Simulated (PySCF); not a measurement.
Stepwise substitution at one centre (B F-Br). Isolated molecules, 0 K electronic values unless said otherwise. Strings in code marks are SMILES.

Level of theory: ωB97X-D3(BJ)/def2-TZVP // B3LYP-D3(BJ)/def2-TZVP in PySCF 2.14.0. Excitations are Tamm–Dancoff values on a coarser integration grid. The basis has no diffuse functions, so Rydberg states are missing or too high.

```json
[
 {"species": "0 of 3 F replaced by Br (`FB(F)F`)", "dipole moment (D)": "0.00", "brightest of the four lowest singlets (TDA) (eV)": "–", "HOMO–LUMO gap (eV)": "17.01"},
 {"species": "1 of 3 F replaced by Br (`FB(F)Br`)", "dipole moment (D)": "0.20", "brightest of the four lowest singlets (TDA) (eV)": "…", "HOMO–LUMO gap (eV)": "13.38"},
 {"species": "2 of 3 F replaced by Br (`FB(Br)Br`)", "dipole moment (D)": "0.25", "brightest of the four lowest singlets (TDA) (eV)": "…", "HOMO–LUMO gap (eV)": "11.88"},
 {"species": "3 of 3 F replaced by Br (`BrB(Br)Br`)", "dipole moment (D)": "0.00", "brightest of the four lowest singlets (TDA) (eV)": "6.36", "HOMO–LUMO gap (eV)": "10.69"}
]
```

Task: Some entries are withheld; supply them.

Result: 
- 1 of 3 F replaced by Br (`FB(F)Br`), brightest of the four lowest singlets (TDA) (eV): 8.23
- 2 of 3 F replaced by Br (`FB(Br)Br`), brightest of the four lowest singlets (TDA) (eV): 7.03
